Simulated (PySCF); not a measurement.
```xyz
8
charge 0 multiplicity 1, angstrom
Al    1.3002    0.0000    0.0000
Al   -1.3002    0.0000    0.0000
H     0.0000    1.1580    0.0000
H     0.0000   -1.1580    0.0000
H     1.9900    0.0000    1.4188
H     1.9900    0.0000   -1.4188
H    -1.9900    0.0000    1.4188
H    -1.9900    0.0000   -1.4188
```

All numbers come from PySCF, PBE0, basis Al def2-TZVP, H def2-TZVP (no relativity, density fitting).

This geometry of Al2H6 is a stationary point at this level.

Question: What is the point group?

Answer: D2h.

Question: Is it a minimum?

Answer: Yes: all harmonic wavenumbers are real.

Question: Give the atomic charges and bond orders.

Answer: 
```csv
atom,Mulliken,Löwdin,polar tensor,Mayer order to Al1
Al1,0.27,0.14,1.09,–
Al2,0.27,0.14,1.09,0.39
"H3,4",-0.08,0.06,-0.42,0.47
"H5,6",-0.10,-0.10,-0.34,0.95
"H7,8",-0.10,-0.10,-0.34,0.01
```
Other Mayer orders above 0.3: Al–H 0.47 (×2), Al–H 0.95 (×2).

Question: Give the ideal-gas entropy at 298.15 K and 1 bar by parts.

Answer: translation 159.9, rotation 86.2, vibration 29.6, spin 0.0; total 275.7 J/(mol K).

Question: What is the atomisation energy, with and without zero-point energy?

Answer: 1877 kJ/mol without, 1763 kJ/mol with.

Only a few start shapes were tried, so a lower isomer may exist.
